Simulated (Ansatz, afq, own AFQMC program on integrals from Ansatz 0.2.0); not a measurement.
**NHO (triplet): AFQMC on the coupled-cluster ladder at distance N1–O2 = 1.660 Å, cc-pVDZ**

Aim: compute NHO (triplet) with auxiliary-field quantum Monte Carlo on the same integrals as coupled cluster, and set the energies side by side.

Program: Ansatz 0.2.0, Gaussian basis, and an in-house AFQMC program (afq) on its integrals; all values are calculated. Level of theory: cc-pVDZ, frozen cores. These are calculated values, not measurements.

Plan: PBE (unrestricted); r2SCAN (unrestricted); PBE0 (unrestricted); B3LYP (unrestricted); wB97M-V (unrestricted); B2PLYP (unrestricted); CCSD(T) on UHF; CCSDT(Q) on UHF; Phaseless AFQMC, CISD trial on UHF; Phaseless AFQMC, single-determinant trial on UHF; CCSD(T) on ROHF; CCSDT(Q) on ROHF; Phaseless AFQMC, CISD trial on ROHF; Phaseless AFQMC, single-determinant trial on ROHF.

**1. The geometry**

The geometry derives from a PBE0/def2-TZVP stationary point (not a proven minimum). One bond is set to the value named and the two fragments are kept rigid.

3 atoms, charge 0, spin multiplicity 3.

Atoms are counted from 1 here; the program's logs count them from 0.

Bond lengths: N1–H3 1.028 Å.

**2. PBE (unrestricted)**

in.yaml

```yaml
crystal:
  periodic: [false, false, false]
  atoms:
    - {symbol: N, position_ang: [0.000000, -0.158946, 0.824973]}
    - {symbol: O, position_ang: [0.000000, 0.098779, -0.814899]}
    - {symbol: H, position_ang: [0.000000, 0.640806, 1.471063]}
basis:
  gaussian: {orbitals: cc-pVDZ}
magnetization: {spin_polarized: true, initial_magnetization: 2}
hamiltonian: {xc: {name: PBE}}
output: {orbitals: {seedname: orbitals}}
```

Launch:

```
ansatz run in.yaml --threads 1 --pin off --events-out ev --progress --plain --max-ram 1382MiB
```

The program printed:

```text
Functional definition: PBE
  name "PBE"
  cite "Perdew, Burke & Ernzerhof, Phys. Rev. Lett. 77, 3865 (1996) doi:10.1103/PhysRevLett.77.3865"
  parent pbe
  parameter kappa = 0.804
  parameter beta = 0.06672455060314922
  exchange = pbe_x(kappa = kappa, mu = beta*pi^2/3)
  correlation = pbe_c(beta = beta)
391 factors; their error is unknown
mean field evaluation 1: about -3541.8932 eV, gradient 2.2e1 eV
mean field evaluation 2: about -3514.9232 eV, gradient 7.3e1 eV
mean field evaluation 4: about -3543.9021 eV, gradient 3.4e0 eV
mean field evaluation 8: about -3543.9300 eV, gradient 1.0e-1 eV
mean field evaluation 16: about -3543.9300 eV, gradient 3.2e-5 eV
mean field -3543.93004079 eV, -130.2370268370 hartree, gradient 3.2e-5 eV, S^2 2.003892; 0 other end points of the search recorded, 0 dependent functions left out
reference -3543.93005447 eV, -130.2370273397 hartree; 9, 7 occupied and 24, 26 virtual orbitals, 391 factors
Total energy: -3543.93005447 eV, -130.2370273397 hartree
```

Wall time 0.42 s (1 thread of Arm Neoverse V2, shared host).

From the report: ⟨S²⟩ of the determinant 2.004 (pure triplet: 2.00).

**3. r2SCAN (unrestricted)**

Changes to in.yaml since step 2:

```diff
@@ -9,3 +9,2 @@
 magnetization: {spin_polarized: true, initial_magnetization: 2}
-hamiltonian: {xc: {name: PBE}}
-output: {orbitals: {seedname: orbitals}}
+hamiltonian: {xc: {name: r2SCAN}}
```

Launched as before.

The program printed:

```text
Functional definition: r2SCAN
  name "r2SCAN"
  cite "Furness, Kaplan, Ning, Perdew & Sun, J. Phys. Chem. Lett. 11, 8208 (2020) doi:10.1021/acs.jpclett.0c02405"
  cite "Furness, Kaplan, Ning, Perdew & Sun, J. Phys. Chem. Lett. 11, 9248 (2020) doi:10.1021/acs.jpclett.0c03077"
  parent r2scan
  parameter k0 = 0.174
  parameter k1 = 0.065
  parameter a1 = 4.9479
  exchange = r2scan_x(k0 = k0, k1 = k1, a1 = a1)
  correlation = r2scan_c
391 factors; their error is unknown
mean field evaluation 1: about -3544.4013 eV, gradient 1.8e1 eV
mean field evaluation 2: about -3527.9354 eV, gradient 5.9e1 eV
mean field evaluation 4: about -3545.8120 eV, gradient 1.8e0 eV
mean field evaluation 8: about -3545.8269 eV, gradient 1.1e-1 eV
mean field evaluation 16: about -3545.8270 eV, gradient 1.2e-4 eV
mean field -3545.82703428 eV, -130.3067400619 hartree, gradient 1.8e-5 eV, S^2 2.007309; 1 other end points of the search recorded, 0 dependent functions left out
reference -3545.82703825 eV, -130.3067402079 hartree; 9, 7 occupied and 24, 26 virtual orbitals, 391 factors
Total energy: -3545.82703825 eV, -130.3067402079 hartree
```

It took 1.1 s on 1 thread of Arm Neoverse V2, shared host.

From the report: ⟨S²⟩ of the determinant 2.007 (pure triplet: 2.00).

**4. PBE0 (unrestricted)**

Changes to in.yaml since step 3:

```diff
@@ -9,2 +9,3 @@
 magnetization: {spin_polarized: true, initial_magnetization: 2}
-hamiltonian: {xc: {name: r2SCAN}}
+hamiltonian: {xc: {name: PBE0}}
+output: {orbitals: {seedname: orbitals}}
```

Same command.

The program printed:

```text
Functional definition: PBE0
  name "PBE0"
  cite "Adamo & Barone, J. Chem. Phys. 110, 6158 (1999) doi:10.1063/1.478522"
  cite "Perdew, Burke & Ernzerhof, Phys. Rev. Lett. 77, 3865 (1996) doi:10.1103/PhysRevLett.77.3865"
  parent pbe
  parameter a = 0.25
  parameter kappa = 0.804
  parameter beta = 0.06672455060314922
  exchange = (1 - a)*pbe_x(kappa = kappa, mu = beta*pi^2/3) + a*exact_x
  correlation = pbe_c(beta = beta)
311 factors; integrals over basis functions are off by at most 1.2e-3 eV
mean field evaluation 1: about -3542.6571 eV, gradient 1.2e1 eV
mean field evaluation 2: about -3540.9994 eV, gradient 2.3e1 eV
mean field evaluation 4: about -3543.4007 eV, gradient 1.2e0 eV
mean field evaluation 8: about -3543.4609 eV, gradient 1.8e-1 eV
mean field evaluation 16: about -3543.4617 eV, gradient 1.1e-3 eV
mean field -3543.46172923 eV, -130.2198167045 hartree, gradient 2.3e-5 eV, S^2 2.006184; 1 other end points of the search recorded, 0 dependent functions left out
reference -3543.46173910 eV, -130.2198170673 hartree; 9, 7 occupied and 24, 26 virtual orbitals, 311 factors
Total energy: -3543.46173910 eV, -130.2198170673 hartree
```

It took 0.54 s on 1 thread of Arm Neoverse V2, shared host.

From the report: ⟨S²⟩ of the determinant 2.006 (pure triplet: 2.00).

**5. B3LYP (unrestricted)**

Changes to in.yaml since step 4:

```diff
@@ -9,3 +9,2 @@
 magnetization: {spin_polarized: true, initial_magnetization: 2}
-hamiltonian: {xc: {name: PBE0}}
-output: {orbitals: {seedname: orbitals}}
+hamiltonian: {xc: {name: B3LYP}}
```

Launched as before.

The program printed, cut to the lines that bear on the results:

```text
Functional definition: B3LYP
  name "B3LYP"
  cite "Stephens, Devlin, Chabalowski & Frisch, J. Phys. Chem. 98, 11623 (1994) doi:10.1021/j100096a001"
  cite "Becke, Phys. Rev. A 38, 3098 (1988) doi:10.1103/PhysRevA.38.3098"
  cite "Lee, Yang & Parr, Phys. Rev. B 37, 785 (1988) doi:10.1103/PhysRevB.37.785"
  cite "Vosko, Wilk & Nusair, Can. J. Phys. 58, 1200 (1980) doi:10.1139/p80-159"
[...]
311 factors; integrals over basis functions are off by at most 1.2e-3 eV
[...]
mean field -3547.45382456 eV, -130.3665235019 hartree, gradient 3.7e-5 eV, S^2 2.006153; 1 other end points of the search recorded, 0 dependent functions left out
reference -3547.45394031 eV, -130.3665277556 hartree; 9, 7 occupied and 24, 26 virtual orbitals, 311 factors
Total energy: -3547.45394031 eV, -130.3665277556 hartree
```

Wall time 0.6 s (1 thread of Arm Neoverse V2, shared host).

From the report: ⟨S²⟩ of the determinant 2.006 (pure triplet: 2.00).

**6. wB97M-V (unrestricted)**

Changes to in.yaml since step 5:

```diff
@@ -9,2 +9,3 @@
 magnetization: {spin_polarized: true, initial_magnetization: 2}
-hamiltonian: {xc: {name: B3LYP}}
+hamiltonian: {xc: {name: wB97M-V}}
+output: {orbitals: {seedname: orbitals}}
```

Same command.

The program printed, cut to the lines that bear on the results:

```text
Functional definition: wB97M-V
  name "wB97M-V"
  cite "Mardirossian & Head-Gordon, J. Chem. Phys. 144, 214110 (2016) doi:10.1063/1.4952647"
  cite "Becke, J. Chem. Phys. 107, 8554 (1997) doi:10.1063/1.475007"
  cite "Vydrov & Van Voorhis, J. Chem. Phys. 133, 244103 (2010) doi:10.1063/1.3521275"
  # Of w^i u^j: cxij and so on, Table III.
[...]
  gx(w, u) = 1 - cx + cx01*u + cx10*w
  gss(w, u) = css00 + css04*u^4 + css10*w + css20*w^2 + css43*w^4*u^3
  gos(w, u) = cos00 + cos10*w + (cos20 + cos21*u)*w^2 + (cos60 + cos61*u)*w^6
[...]
      + integral(e_c_pw_mod_opposite_spin*gos(b97_w_opposite, b97_u_opposite)) + vv10(b, c)
311 factors; integrals over basis functions are off by at most 1.2e-3 eV
75 factors; integrals over basis functions are off by at most 2.5e-5 eV
[...]
mean field -3546.04877646 eV, -130.3148889367 hartree, gradient 4.1e-5 eV, S^2 2.005976; 1 other end points of the search recorded, 0 dependent functions left out
reference -3546.04879266 eV, -130.3148895321 hartree; 9, 7 occupied and 24, 26 virtual orbitals, 311 factors
Total energy: -3546.04879266 eV, -130.3148895321 hartree
```

Wall time 2.3 s (1 thread of Arm Neoverse V2, shared host).

From the report: ⟨S²⟩ of the determinant 2.006 (pure triplet: 2.00).

**7. B2PLYP (unrestricted)**

Changes to in.yaml since step 6:

```diff
@@ -9,3 +9,3 @@
 magnetization: {spin_polarized: true, initial_magnetization: 2}
-hamiltonian: {xc: {name: wB97M-V}}
-output: {orbitals: {seedname: orbitals}}
+hamiltonian: {xc: {name: B2PLYP}}
+correlation: {electrons: outside_noble_gas}
```

Launched as before.

The program printed, cut to the lines that bear on the results:

```text
Functional definition: B2PLYP
  name "B2PLYP"
  cite "Grimme, J. Chem. Phys. 124, 034108 (2006) doi:10.1063/1.2148954"
  cite "Becke, Phys. Rev. A 38, 3098 (1988) doi:10.1103/PhysRevA.38.3098"
  cite "Lee, Yang & Parr, Phys. Rev. B 37, 785 (1988) doi:10.1103/PhysRevB.37.785"
[...]
311 factors; integrals over basis functions are off by at most 1.2e-3 eV
[...]
mean field -3541.40673887 eV, -130.1442972019 hartree, gradient 6.9e-6 eV, S^2 2.008159; 4 other end points of the search recorded, 0 dependent functions left out
2 core orbitals not correlated: weight in the atoms' cores, before any rotation towards them, 1.000 or more for the frozen orbitals, at most 0.000 for the correlated occupied ones
reference -3541.40681086 eV, -130.1442998475 hartree; 7, 5 occupied and 24, 26 virtual orbitals, 311 factors
second order -10.45006919 eV of doubles, -0.00000000 eV of singles
Total energy: -3544.22832955 eV, -130.2479887465 hartree
```

Run time: 1.1 s. Hardware: 1 thread of Arm Neoverse V2, shared host.

From the report: ⟨S²⟩ of the determinant 2.008 (pure triplet: 2.00).

**8. CCSD(T) on UHF**

Changes to in.yaml since step 7:

```diff
@@ -9,3 +9,2 @@
 magnetization: {spin_polarized: true, initial_magnetization: 2}
-hamiltonian: {xc: {name: B2PLYP}}
-correlation: {electrons: outside_noble_gas}
+correlation: {method: ccsd_t, electrons: outside_noble_gas, hamiltonian_folder: ham}
```

Launched as before.

The program printed, cut to the lines that bear on the results:

```text
Functional definition: HF
  name "HF"
  cite "Fock, Z. Phys. 61, 126 (1930) doi:10.1007/BF01340294"
  parent pbe
[...]
311 factors; integrals over basis functions are off by at most 1.2e-3 eV
[...]
mean field -3529.86938644 eV, -129.7203073202 hartree, gradient 2.4e-6 eV, S^2 2.334048; 22 other end points of the search recorded, 0 dependent functions left out
determinant -3529.86938644 eV, -129.7203073202 hartree, with singles and doubles -3538.54250611 eV, -130.0390385892 hartree
determinant -3529.83230374 eV, -129.7189445563 hartree, with singles and doubles -3538.57465961 eV, -130.0402202086 hartree
determinant -3529.41599506 eV, -129.7036454943 hartree, with singles and doubles -3537.70364757 eV, -130.0082111066 hartree
determinant -3529.31840733 eV, -129.7000592113 hartree, with singles and doubles -3537.69860366 eV, -130.0080257463 hartree
[...]
determinant -3526.54004198 eV, -129.5979561680 hartree, with singles and doubles -3533.84315652 eV, -129.8663406773 hartree
determinant -3529.86938644 eV, -129.7203073202 hartree, with singles and doubles -3538.60665024 eV, -130.0413958424 hartree
determinant -3529.83230374 eV, -129.7189445563 hartree, with singles and doubles -3538.61890293 eV, -130.0418461206 hartree
determinant -3528.27782275 eV, -129.6618184333 hartree, with singles and doubles -3538.41911982 eV, -130.0345042266 hartree
2 core orbitals not correlated: weight in the atoms' cores, before any rotation towards them, 1.000 or more for the frozen orbitals, at most 0.000 for the correlated occupied ones
reference -3529.83230374 eV, -129.7189445563 hartree; 7, 5 occupied and 24, 26 virtual orbitals, 311 factors
second order -7.13648759 eV of doubles, -0.00000000 eV of singles
cycle   1  -8.78660070 eV  change   -1.5e-6 eV  update   3.5e-6
perturbative correction -0.35909419 eV, -0.0131964680 hartree
Total energy: -3538.97799863 eV, -130.0550426442 hartree
```

Wall time 3.6 s (1 thread of Arm Neoverse V2, shared host).

From the report: ⟨S²⟩ of the determinant 2.322 (pure triplet: 2.00); correlation -9.1457 eV; T1 0.081; largest double amplitude 0.09.

This run also writes the integrals to the folder ham.

**9. CCSDT(Q) on UHF**

Changes to in.yaml since step 8:

```diff
@@ -9,2 +9,2 @@
 magnetization: {spin_polarized: true, initial_magnetization: 2}
-correlation: {method: ccsd_t, electrons: outside_noble_gas, hamiltonian_folder: ham}
+correlation: {method: ccsdt_q, electrons: outside_noble_gas}
```

Same command.

The program printed, cut to the lines that bear on the results:

```text
Functional definition: HF
  name "HF"
  cite "Fock, Z. Phys. 61, 126 (1930) doi:10.1007/BF01340294"
  parent pbe
[...]
560 factors; integrals over basis functions are off by at most 2.2e-7 eV
[...]
mean field -3529.86942389 eV, -129.7203086967 hartree, gradient 2.4e-6 eV, S^2 2.334053; 22 other end points of the search recorded, 0 dependent functions left out
determinant -3529.86942389 eV, -129.7203086967 hartree, with singles and doubles -3538.54253504 eV, -130.0390396524 hartree
determinant -3529.83234074 eV, -129.7189459159 hartree, with singles and doubles -3538.57469020 eV, -130.0402213328 hartree
determinant -3529.41603265 eV, -129.7036468757 hartree, with singles and doubles -3537.70367873 eV, -130.0082122515 hartree
determinant -3529.31844309 eV, -129.7000605257 hartree, with singles and doubles -3537.69863522 eV, -130.0080269061 hartree
[...]
determinant -3529.86942389 eV, -129.7203086967 hartree, with singles and doubles -3538.60668063 eV, -130.0413969595 hartree
determinant -3529.83234074 eV, -129.7189459159 hartree, with singles and doubles -3538.61893340 eV, -130.0418472405 hartree
determinant -3528.27786438 eV, -129.6618199635 hartree, with singles and doubles -3538.41915231 eV, -130.0345054209 hartree
2 core orbitals not correlated: weight in the atoms' cores, before any rotation towards them, 1.000 or more for the frozen orbitals, at most 0.000 for the correlated occupied ones
reference -3529.83234074 eV, -129.7189459159 hartree; 7, 5 occupied and 24, 26 virtual orbitals, 560 factors
second order -7.13649221 eV of doubles, -0.00000000 eV of singles
cycle   1  -7.71502968 eV  change   -5.8e-1 eV  update   1.1e-1
[...]
cycle  31  -9.21998007 eV  change    7.9e-7 eV  update   2.5e-7
perturbative correction -0.06429410 eV, -0.0023627646 hartree
Total energy: -3539.11661491 eV, -130.0601366985 hartree
```

It took 19 s on 1 thread of Arm Neoverse V2, shared host; peak memory 0.28 GiB.

From the report: ⟨S²⟩ of the determinant 2.322 (pure triplet: 2.00); correlation -9.2843 eV; T1 0.090; largest double amplitude 0.14.

**10. Phaseless AFQMC, CISD trial on UHF**

It reads the integrals that the CCSD(T) run on this determinant wrote.

Launch:

```
afq ham --method phaseless --trial cisd --walkers 60 --populations 1 --least-time 40 --time-step 0.005 --steps-per-block 50 --equilibration-blocks 40 --max-blocks 300 --target-error 0.00084 --factor-cut 1e-05 --start spin_pure --seed 2606 --release-times 0.24,0.51,0.99,1.62,2.4 --release-step 0.03 --release-every 4 --taylor-order 6
```

The program printed:

```text
orbitals 31  electrons 7 5  factors 221 of 311
reference energy -129.71894456 Eh
CCSD correlation -0.32290155 Eh in 20 cycles, weight of the determinant in the CISD state 0.7346
energy of the start -130.015254 Eh
 block  time / (1/Eh)  mean weight  energy / Eh
     1     0.250  1.0005  -130.029724
     2     0.500  0.9987  -130.043044
     3     0.750  0.9977  -130.050618
     4     1.000  1.0012  -130.055019
     5     1.250  0.9986  -130.052356
     6     1.500  1.0011  -130.050102
     7     1.750  1.0018  -130.049305
     8     2.000  0.9995  -130.056096
     9     2.250  0.9985  -130.051836
    10     2.500  0.9995  -130.060500
    17     4.250  0.9952  -130.041631
    25     6.250  1.0002  -130.047297
    33     8.250  1.0012  -130.051652
    41    10.250  1.0007  -130.047116
    49    12.250  0.9988  -130.070949
    57    14.250  1.0041  -130.058712
    65    16.250  1.0013  -130.070219
    73    18.250  1.0004  -130.063613
    81    20.250  1.0003  -130.053715
    89    22.250  1.0000  -130.062800
    97    24.250  0.9995  -130.063799
   105    26.250  1.0045  -130.057006
   113    28.250  1.0013  -130.047445
   121    30.250  1.0006  -130.044620
   129    32.250  0.9999  -130.051854
   137    34.250  1.0028  -130.078670
   145    36.250  1.0007  -130.068630
   153    38.250  1.0002  -130.053279
   161    40.250  1.0042  -130.047524
   169    42.250  1.0001  -130.057719
   177    44.250  1.0018  -130.067236
   185    46.250  0.9979  -130.056292
   193    48.250  1.0010  -130.070467
   201    50.250  1.0033  -130.062753
   209    52.250  1.0013  -130.067302
   217    54.250  1.0040  -130.071848
   225    56.250  0.9990  -130.055622
   233    58.250  0.9959  -130.077782
   241    60.250  1.0002  -130.055827
   249    62.250  1.0004  -130.050646
   257    64.250  1.0002  -130.072186
   265    66.250  0.9973  -130.059762
   273    68.250  1.0023  -130.059860
   281    70.250  0.9962  -130.048794
   289    72.250  0.9980  -130.046276
   297    74.250  0.9991  -130.054328
   305    76.250  1.0026  -130.057268
   313    78.250  0.9968  -130.047575
   321    80.250  1.0004  -130.055949
   329    82.250  0.9955  -130.043770
   337    84.250  1.0023  -130.045814
blocks merged  error / Eh  count
     1  0.000740  300
     2  0.000873  150
     4  0.001064  75
     8  0.001230  37
    16  0.001286  18
    32  0.001429  9
released: time / (1/Eh)  energy / Eh  error  mean overlap
  0.24  -130.059265  0.001606  1.0037
  0.51  -130.061552  0.001230  1.0030
  0.99  -130.061141  0.001608  1.0033
  1.62  -130.057961  0.001989  0.9878
  2.40  -130.057736  0.002809  1.0039
energy -130.059077 +/- 0.001286 Eh
```

It took 4.8 min on 1 thread of Arm Neoverse V2, shared host.

Energy -3539.0878 ± 0.0350 eV. Caveats: constraint bias not in the error; error above the target.

**11. Phaseless AFQMC, single-determinant trial on UHF**

It reads the integrals that the CCSD(T) run on this determinant wrote.

Launch:

```
afq ham --method phaseless --trial hf --walkers 120 --populations 1 --least-time 40 --time-step 0.005 --steps-per-block 20 --equilibration-blocks 160 --max-blocks 600 --target-error 0.00252 --factor-cut 1e-05 --start spin_pure --seed 4484 --taylor-order 6
```

The program printed:

```text
orbitals 31  electrons 7 5  factors 221 of 311
reference energy -129.71894456 Eh
CCSD correlation -0.32290155 Eh in 20 cycles, weight of the determinant in the CISD state 0.7346
energy of the start -129.731853 Eh
 block  time / (1/Eh)  mean weight  energy / Eh
     1     0.100  1.0041  -129.821794
     2     0.200  1.0021  -129.879279
     3     0.300  1.0030  -129.925105
     4     0.400  1.0034  -129.956408
     5     0.500  1.0022  -129.944443
     6     0.600  1.0005  -129.955410
     7     0.700  1.0021  -129.958546
     8     0.800  1.0028  -129.967941
     9     0.900  0.9988  -129.967287
    10     1.000  1.0023  -129.997349
    20     2.000  0.9987  -130.015406
    39     3.900  1.0003  -130.064542
    58     5.800  1.0026  -130.056154
    77     7.700  0.9980  -130.022678
    96     9.600  1.0007  -130.055388
   115    11.500  1.0013  -130.087774
   134    13.400  1.0013  -130.025798
   153    15.300  0.9994  -130.048327
   172    17.200  0.9987  -130.051987
   191    19.100  1.0013  -130.076587
   210    21.000  0.9988  -130.009548
   229    22.900  1.0009  -130.048631
   248    24.800  0.9963  -130.046871
   267    26.700  1.0017  -130.037164
   286    28.600  1.0007  -130.107440
   305    30.500  0.9995  -130.024633
   324    32.400  0.9984  -130.076538
   343    34.300  0.9986  -130.046975
   362    36.200  1.0003  -130.081862
   381    38.100  1.0037  -130.064894
   400    40.000  1.0024  -130.054968
   419    41.900  0.9983  -130.049035
   438    43.800  1.0002  -130.079981
   457    45.700  0.9980  -130.049913
   476    47.600  0.9993  -130.022286
   495    49.500  1.0016  -130.097056
   514    51.400  1.0011  -130.039540
   533    53.300  1.0001  -130.073599
   552    55.200  0.9995  -130.073580
   571    57.100  1.0024  -130.025977
   590    59.000  1.0007  -130.017854
   609    60.900  0.9996  -130.090825
   628    62.800  0.9967  -130.024455
   647    64.700  0.9998  -130.070812
   666    66.600  1.0010  -130.046194
   685    68.500  1.0032  -130.169119
   704    70.400  1.0006  -130.043946
   723    72.300  1.0000  -130.074963
   742    74.200  1.0005  -130.038256
blocks merged  error / Eh  count
     1  0.001237  600
     2  0.001603  300
     4  0.002071  150
     8  0.002682  75
    16  0.002895  37
    32  0.003599  18
    64  0.004547  9
energy -130.057636 +/- 0.003599 Eh
```

It took 3.2 min on 1 thread of Arm Neoverse V2, shared host.

Energy -3539.0486 ± 0.0979 eV. Caveats: constraint bias not in the error. The error still grows with block length (0.0788 to 0.1237 eV), so the bar may be too small.

(Part 1 of 2 ends here.)
